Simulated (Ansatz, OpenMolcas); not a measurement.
## A ladder of methods for PH (SMILES [PH])

PH: 2 atoms, total charge 0, spin state triplet. As SMILES, `[PH]`. The coordinates come from a GFN2-xTB relaxation.

```xyz
2

P     0.0000    0.0000    0.0000
H     0.0000    0.0000    1.3991
```

Each level gives the vertical ionisation energy (to the doublet cation) (eV). The values are calculated.

| level | kind | program | value (eV) | less FCI/3-21G | CPU time (all runs) |
| --- | --- | --- | --- | --- | --- |
| UHF/3-21G | Hartree–Fock | Ansatz | 9.87 | +0.15 | 0.21 s |
| UB3LYP/3-21G | global hybrid | Ansatz | 10.29 | +0.57 | 1.4 s |
| RPA@PBE/3-21G | RPA | Ansatz | 9.50 | -0.22 | 1.8 s |
| CASPT2(6,5)/3-21G | multireference | OpenMolcas | 9.67 | -0.05 | 5 s |
| CASSCF(6,5)/3-21G | multireference | OpenMolcas | 9.46 | -0.26 | 4.7 s |
| MC-PDFT[tPBE](6,5)/3-21G | multireference | OpenMolcas | 10.22 | +0.50 | 5.5 s |
| SC-NEVPT2(6,5)/3-21G | multireference | OpenMolcas | 9.65 | -0.07 | 4.9 s |
| FCI/3-21G | exact in the basis | OpenMolcas | 9.72 | 0.00 | 3.8 s |

FCI/3-21G is exact within its basis and frozen core, so for wave-function methods in that basis the difference is their error; functionals converge differently with the basis, so for them it is only a difference. The values span 9.46 to 10.29 eV. All rows use very small basis sets, so even the best lies far from the true value. CPU times are rough (shared hosts, several kinds of processor): they show what a rung costs within a factor of a few.
